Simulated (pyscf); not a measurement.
PySCF, gas phase, ωB97X-D3(BJ)/def2-SVP geometries. Correlated levels are frozen-core, on RHF or UHF. ΔMP2 is the change of the MP2 total energy from the triple- to the quadruple-zeta basis.

Q: PBE/def2-TZVP puts the barrier of F–SiH: [singlet] + F–SiH₃ -> F–SiH₂–SiH₂–F (insertion; singlet surface; H–Si broken, Si–Si, H–Si formed) at -5.2 kcal/mol and the reaction energy at -44.2 kcal/mol, from the separated reactants. What do r²SCAN/def2-TZVP, B3LYP-D3(BJ)/def2-TZVP, CCSD(T)/def2-TZVPP + ΔMP2(QZVPP) give on the same structures?

A: r²SCAN: ΔE‡ = -6.0 kcal/mol, ΔE = -48.4 kcal/mol; B3LYP-D3(BJ): ΔE‡ = 1.2 kcal/mol, ΔE = -42.9 kcal/mol; CCSD(T): ΔE‡ = 3.2 kcal/mol, ΔE = -42.8 kcal/mol. PBE's barrier lies among them. Its reaction energy lies among theirs. On the reactant side the descent ends in a complex (not fully relaxed), 5.0 kcal/mol under the separated species and 2.6 kcal/mol under the saddle at ωB97X-D3(BJ)/def2-TZVP. At PBE, r²SCAN the saddle lies under the separated reactants, which points to a path from their complex (located at ωB97X-D3(BJ) alone). At ωB97X-D3(BJ)/def2-TZVP the barrier from the zero used here is -2.4 kcal/mol. F–SiH₂–SiH₂–F lies 7.8 kcal/mol over its isomer F–SiH(F)–SiH₃ (electronic energy, ωB97M-D3(BJ)/def2-TZVP). One saddle was located; it need not be the lowest between these sides. The CCSD(T) − MP2 part came from Ansatz, without density fitting, on the same reference.
